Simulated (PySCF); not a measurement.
Gas-phase reaction: 2 H3SiCCH + 2 CH4 ⇌ 2 CH3SiH + C4H8 (cis-2-butene)

Computed with PySCF (xtb for GFN2) and rigid-rotor harmonic-oscillator thermochemistry at 1 bar. † marks an energy on the PBE0/def2-TZVP geometry and frequencies; other levels use their own. MP2 and CCSD(T) freeze the core. 6-31G* has spherical d functions here. All species are closed-shell singlets. B3LYP is the form with VWN-RPA correlation. CH3SiH: computed as isolated molecules; such fragments, hydroxides, amides, oligomers or adducts are transient or little studied in the gas. MP2 isn't extrapolated to the basis-set limit. CCSD(T) isn't extrapolated to the basis-set limit.

```csv
level,"ΔH°(298 K), kJ"
B3LYP/def2-TZVP†,95
BLYP/def2-TZVP†,(withheld)
CCSD(T)/def2-SVP†,64
GFN2-xTB,67
HF/6-31G*,(withheld)
MP2/def2-SVP†,98
PBE0/def2-TZVP,44
r2SCAN/def2-TZVP†,(withheld)
ωB97M-V/def2-TZVP†,(withheld)
```

Task: Complete the blanks.

Result: 
- BLYP/def2-TZVP†, ΔH°(298 K), kJ: 110
- HF/6-31G*, ΔH°(298 K), kJ: 87
- r2SCAN/def2-TZVP†, ΔH°(298 K), kJ: 88
- ωB97M-V/def2-TZVP†, ΔH°(298 K), kJ: 63
